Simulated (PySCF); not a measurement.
Compound: C₄H₅NS (charge +1 and doublet state).
Atom-mapped SMILES: `[CH3:1][C:2]1=[N:3][S:4][CH:5][CH+:6]1` (hydrogens: H7, H8, H9 on C1; H10 on C5; H11 on C6)

Geometry (GFN2-xTB, Å), atoms numbered from 1 in this order:
```xyz
11
C4H5NS angstrom
C     -1.6997   -0.0778    0.0159
C     -0.2850    0.1864   -0.1572
N      0.1277    1.1933   -0.9366
S      1.6960    1.3363   -1.0075
C      1.9925   -0.0342    0.0755
C      0.8063   -0.5493    0.4482
H     -1.8954   -0.9216    0.6711
H     -2.1755   -0.2271   -0.9626
H     -2.2063    0.8247    0.3833
H      2.9858   -0.3388    0.3408
H      0.6590   -1.3892    1.1031
```

Level of theory: PySCF, UKS B3LYP, pcH-1 on C H N S, non-relativistic, mean-field spin-orbit, GIAO. Geometry: GFN2-xTB; no solvent, vibrations or thermal averaging. Couplings are sensitive to structure, and on GFN2-xTB geometries they can be far from those on DFT ones, by a factor of two or more for some ions and for spin on atoms past the first row.

**Question.** Count the α and β electrons and give S(S+1).

**Answer.** Nα = 26, Nβ = 25 (51 in all), and S(S+1) = 0.75 for S = 1/2.

Mulliken spin populations, one withheld:

| atom | bound to | population |
| --- | --- | --- |
| C1 | C2, H7, H8, H9 | +0.0009 |
| C2 | C1, N3, C6 | ? |
| N3 | C2, S4 | +0.0689 |
| S4 | N3, C5 | +0.4759 |
| C5 | S4, C6, H10 | +0.0349 |
| C6 | C5, C2, H11 | +0.0148 |
| H7 | C1 | -0.0019 |
| H8 | C1 | +0.0403 |
| H9 | C1 | +0.0406 |
| H10 | C5 | -0.0022 |
| H11 | C6 | -0.0020 |

**Question.** What does C2 hold?

**Answer.** 1 − (0.6702) gives +0.330, since all populations sum to 2S.

**Question.** Sum the populations by element and by sign.

**Answer.** Sulfur +0.48, carbon +0.38, hydrogen +0.07, nitrogen +0.07. The positive populations sum to 1.01, the negative ones to -0.01.

**Question.** The run gives ⟨S²⟩ = 0.7548. What does that say of the overlap of α and β orbitals, and of the weight of higher spin?

**Answer.** Σ|⟨iα|jβ⟩|² over occupied orbitals = Nβ − [⟨S²⟩ − S(S+1)] = 25 − 0.0048 = 24.9952. If the quartet state (S + 1) were the only admixture, its weight would be 0.0048/(2S + 2) = 0.16 %.

**Question.** What Fermi-contact NMR shifts do the couplings of C1, C2, N3, C5, C6, H10, H11 imply at 250 K (Curie law, g = gₑ)?

**Answer.** δ = a_FC·h·gₑ μB S(S+1)/(3 g_N μN kT), with k/h = 20836.6 MHz/K:

```tsv
nuclei	isotope	a_FC (MHz)	g_N	contact shift (ppm)
C1	13C	-14.92	1.4048	-1874
C2	13C	27.73	1.4048	+3483
N3	14N	2.49	0.4038	+1086
C5	13C	-2.06	1.4048	-258
C6	13C	-6.90	1.4048	-866
H10	1H	-5.07	5.5857	-160
H11	1H	-4.07	5.5857	-128
```

All at the stated temperature.

The spin density at the nucleus, in bohr⁻³, is negative for C1 (-0.0133), C6 (-0.0061) and C5 (-0.0018), for instance. A restricted open-shell determinant has no negative spin density anywhere; here it arises because α and β orbitals differ (spin polarisation).

C5, the radical centre as drawn in `CC1=NS[CH][CH+]1`, holds a spin population of +0.03 out of 1.
